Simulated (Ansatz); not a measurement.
Ideal-gas functions of C₂H₃F₃O, SMILES `OCC(F)(F)F` at 800 K and 1 bar, from an Ansatz frequency run at PBE0-D4/def2-TZVP.

Molar mass 100.04 g/mol, point group C1 (symmetry number 1), electronic degeneracy 1, moments of inertia 94.629, 177.86, 179.954 u Å². Harmonic wavenumbers (cm⁻¹, unscaled): 116, 222, 316, 382, 422, 536, 550, 671, 846, 951, 1125, 1169, 1204, 1278, 1309, 1395, 1444, 1483, 3043, 3136, 3854.

Use S(trans) = R[1.5 ln M + 2.5 ln T − 1.1517]; rotational temperatures θ = 24.2544 K / I; S(rot) = R[ln(√π/σ · √(T³/θAθBθC)) + 1.5]; for each mode x = 1.438777 ν̃/T, S = R[x/(eˣ − 1) − ln(1 − e⁻ˣ)] and H = RT x/(eˣ − 1); 1 cm⁻¹ = 0.0119627 kJ/mol; R = 8.31446 J/(mol·K).

Q: By hand: the entropy, in J/(mol·K).

A: Translation 186.8. Rotation: θ = 0.2563, 0.1364, 0.1348 K, giving 122.9. Vibration, mode by mode: 21.36, 16.00, 13.12, 11.60, 10.80, 8.93, 8.74, 7.24, 5.58, 4.80, 3.74, 3.52, 3.35, 3.01, 2.88, 2.55, 2.38, 2.25, 0.23, 0.20, 0.06, in all 132.4. Electronic 0.0. Sum 442.1 J/(mol·K).

Q: By hand: H − E and G − E in kJ/mol, counted from the electronic energy.

A: Zero-point energy ½ × 25452 × 0.0119627 = 152.2; thermal vibration 55.8; translation, rotation and pV give 4 RT = 26.6. H − E = 234.6 kJ/mol, and G − E = 234.6 − 800 × 442.1/1000 = -119.1 kJ/mol.

Vibration gives 30 % of the entropy, 21.4 J/(mol·K) of it from the mode under 150 cm⁻¹: soft modes count most, and the harmonic formula is weakest for them. The sum counts one conformer and one mirror image; others add a mixing term.
